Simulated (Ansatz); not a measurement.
## One arrangement of a pair

The pair of CH4 (SMILES C, atoms 1–5) and Cl2 (SMILES ClCl, atoms 6–7), both closed shells, in one local arrangement (a lower one may exist), relaxed at PBE0-D4/def2-TZVP:

C1  (0.138, 0.128, -1.053)
H2  (0.757, -0.735, -0.810)
H3  (0.041, 0.214, -2.135)
H4  (0.604, 1.030, -0.656)
H5  (-0.848, 0.004, -0.607)
Cl6  (0.634, -0.188, 2.690)
Cl7  (-1.326, -0.453, 2.570)
(Å)

Program: Ansatz 0.2.0. Basis: def2-TZVPPD, with def2-QZVPPD for the basis limit. Cores are frozen in the correlated methods. B3LYP uses VWN-RPA correlation. Extrapolation: Hartree–Fock as exp(−7.88 √X), correlation as X^−2.97. Interaction energies count from these two fragments, frozen as in the pair, with the counterpoise correction; negative means bound.

What is the interaction energy by CCSD(T) at an estimated basis limit (MP2 extrapolated from triple and quadruple zeta, plus CCSD(T) − MP2 in triple zeta)? (To be estimated.)

The calculation gives: -0.74 kcal/mol. Hartree–Fock alone gives 0.59 kcal/mol at the basis limit, so without correlation the pair would not bind at this distance. It counts from the two fragments frozen as in the pair.

The same quantity by other methods in triple zeta, and each one's difference from that estimate:
```csv
method,E_int (kcal/mol),difference
PBE-D4,-0.86,-0.12
revPBE-D4,-0.49,0.25
BLYP-D4,-0.48,0.26
r2SCAN-D4,-0.64,0.10
B97M-V,-0.67,0.07
PBE0-D4,-0.76,-0.02
B3LYP-D4,-0.63,0.11
HSE06-D4,-0.76,-0.02
wB97X-V,-0.76,-0.02
wB97M-V,-0.69,0.05
B2PLYP,0.00,0.74
HF,0.59,1.33
MP2,-0.66,0.08
CCSD,-0.41,0.33
CCSD(T),-0.58,0.16
```
Differences are method less estimate.

Which atoms make the shortest contact between the fragments?

H5 and Cl7, 3.24 Å apart.

Basis-set superposition shift (counterpoise-corrected less uncorrected): CCSD(T) 0.43; MP2 0.40; HF 0.10; PBE0-D4 0.09; wB97M-V 0.09 kcal/mol.

No T1 diagnostic of these runs exceeds 0.009.

For scale, one of the runs: CCSD(T)/def2-TZVPPD, 207 basis functions, launched by `ansatz run in.yaml --threads 2 --pin off --events-out ev --progress --plain --max-ram 5222MiB`. The run took 66 s on 2 CPU threads of an Arm Neoverse V1 (shared host), with 2.6 GiB of host memory at its peak.
